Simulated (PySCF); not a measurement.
A structure optimised at r2SCAN-D4/def2-TZVPD, used in a PySCF frequency run:

```
Be
H 1 1.3184
```
Charge +1, spin multiplicity 1.

**Question.** Write its SMILES, formula and point group.

**Answer.** [BeH+], BeH, C∞v

**Question.** What are its rotational constants (standard atomic weights)?

**Answer.** 320.72 GHz (linear rotor, B only)
